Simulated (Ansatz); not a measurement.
Isomers of C3⁻ (doublet), relaxed with PBE0-D4/def2-TZVPD; total energies from Ansatz at r2SCAN0-D4/def2-TZVPD.

```tsv
isomer	description	energy (Eh)
A	point group D∞h; 2 × C–C 1.30 Å	-114.07291
B	point group C2v; 3 × C–C 1.36 to 1.52 Å	-114.05815
```

The isomers come from a short search, and lower ones may exist.

Question: Work out the relative energies (1 Eh = 2625.5 kJ/mol) and the Boltzmann populations at 1200 K from electronic energies alone (R = 8.314 J/mol/K).

Answer: ΔE: A 0.0, B 38.8 kJ/mol. RT = 9.98 kJ/mol. Factors exp(−ΔE/RT): A 1, B 0.0205; sum 1.020. Populations: A 98.0 %, B 2.0 %. Zero-point energy, vibrational entropy and symmetry numbers are left out and can shift these; an error of 4 kJ/mol changes a ratio by a factor of 1.5. Over the other density-functional and correlated levels in def2 sets, the gap between A and B ranges from 35 to 47 kJ/mol.
